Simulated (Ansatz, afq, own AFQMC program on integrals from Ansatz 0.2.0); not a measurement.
Integrals from Ansatz 0.2.0, then the random walk in our own AFQMC program (afq).

```yaml
crystal:
  periodic: [false, false, false]
  atoms:
    - {symbol: Ni, position_ang: [0.000000, 0.000000, 0.000000]}
    - {symbol: Ge, position_ang: [0.000000, 0.000000, 2.356800]}
basis:
  gaussian: {orbitals: def2-TZVP}
total_charge: 1
magnetization: {spin_polarized: true, initial_magnetization: 5}
correlation: {method: ccsd_t, electrons: outside_noble_gas, hamiltonian_folder: ham}
```

```sh
$ ansatz run in.yaml --threads 1 --pin off --events-out ev --progress --plain --max-ram 16896MiB --backend cuda --devices 0, --max-vram 18GiB
```

afq runs on the folder ham with

```
--method phaseless --trial hf --walkers 2900 --populations 20 --least-time 40 --time-step 0.005 --steps-per-block 20 --equilibration-blocks 160 --max-blocks 4000 --target-error 0.001050 --factor-cut 1e-05 --start spin_pure --seed 7093 --taylor-order 6
```

Times are imaginary, in 1/Eh. The walk had a cap of 97 s. With eight or more populations the least sampling time is a fifth of least-time, and the error comes from their spread. Filled inner d shells are frozen with the cores.

Output of the walk:

```
orbitals 70  electrons 9 4  factors 584 of 761
reference energy -3581.91292627 Eh
CCSD correlation -0.29923825 Eh in 17 cycles, weight of the determinant in the CISD state 0.8873
energy of the start -3581.913486 Eh
 block  time / (1/Eh)  mean weight  energy / Eh
     1     0.100  1.0027  -3582.047081
     2     0.200  1.0037  -3582.105357
     3     0.300  1.0021  -3582.133453
     4     0.400  1.0024  -3582.146762
     5     0.500  1.0010  -3582.159898
    10     1.000  1.0009  -3582.189259
    49     4.900  0.9994  -3582.215027
    89     8.900  1.0003  -3582.223799
   121    12.100  0.9996  -3582.225834
   129    12.900  0.9997  -3582.218765
   137    13.700  1.0002  -3582.209470
   169    16.900  1.0009  -3582.221384
   209    20.900  0.9999  -3582.213241
   249    24.900  1.0001  -3582.217076
   289    28.900  1.0000  -3582.212550
   329    32.900  1.0005  -3582.213545
   337    33.700  0.9996  -3582.223971
error from the spread of 20 populations
energy -3582.217421 +/- 0.001090 Eh
(rows thinned)
```

The run passed its tests (sampling time, drift between the halves within three errors, error under three times the target), which doesn't prove that it has relaxed, ending at its cap on processor time.

Against this walk (error 29.7 meV) on the same determinant: CCSD(T) 92.1 meV lower, CCSDT(Q) 132.0 meV lower, a separate phaseless walk with a CISD trial and standard settings 90.8 ± 29.9 meV lower. The error is statistical and leaves out the bias of the constraint. None of these is a sure reference here.

Cautions: constraint bias not in the error; no relativity below Rb; no spin-orbit coupling; outer-core shells of the metal frozen; inner d shell frozen; another spin lies lower.

The walk took 97 s on 1 × NVIDIA H100 80GB HBM3 with 2 threads of AMD EPYC 7R13 Processor (Zen 3) (shared host) (the card was shared). The log's last line is the phaseless energy.

CCSDT and higher add their correlation energy to the determinant of the CCSD(T) run, since their own runs factorise the integrals more tightly (a shift of under 2 meV). A walk keeps the symmetry of its determinant, which the program's search chose and which needn't be the lowest solution, so a lower state of the same spin and another symmetry isn't excluded.
